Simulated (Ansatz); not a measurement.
AlH3 (SMILES [AlH3]): where methods fail along a bond

AlH3 has 4 atoms, charge 0, and is taken as a singlet. SMILES: `[AlH3]`. Geometry: relaxed at PBE0-D4/def2-TZVP.

```xyz
4

Al    0.0137   -0.0148   -0.0051
H     0.6332    0.6709    1.2836
H    -1.3408   -0.8320    0.1051
H     0.7494    0.1157   -1.4039
```

The Al1–H3 distance is scanned; the parts on either side stay rigid. Basis 3-21G, 5 core orbitals frozen in the correlated methods; program Ansatz 0.2.0. FCI is exact within this basis and core. Energies in eV from each method's value at 1.586 Å; methods without a U are spin-restricted. The shape above is that at 1.586 Å.

```tsv
distance (Å)	HF	r2SCAN	CAM-B3LYP	RPA@PBE	CCSD	CCSDT(Q)	FCI
1.586	0.00	0.00	0.00	0.00	0.00	0.00	0.00
1.982	0.66	0.57	0.63	0.47	0.50	0.49	0.49
2.379	1.85	1.62	1.74	1.40	1.44	1.42	1.42
3.171	4.08	3.41	3.71	2.87	2.80	2.72	2.72
3.964	5.68	4.47	5.03	3.57	3.26	3.12	3.12
```

Departure from the FCI curve at its largest: HF +2.56 eV at 3.96 Å; r2SCAN +1.35 eV at 3.96 Å; CAM-B3LYP +1.91 eV at 3.96 Å; RPA@PBE +0.45 eV at 3.96 Å; CCSD +0.14 eV at 3.96 Å; CCSDT(Q) within 0.005 eV. Restricted functionals keep the electrons paired too, and rise too high. Restricted Hartree–Fock keeps the electrons paired, so it rises far too high as the bond breaks.
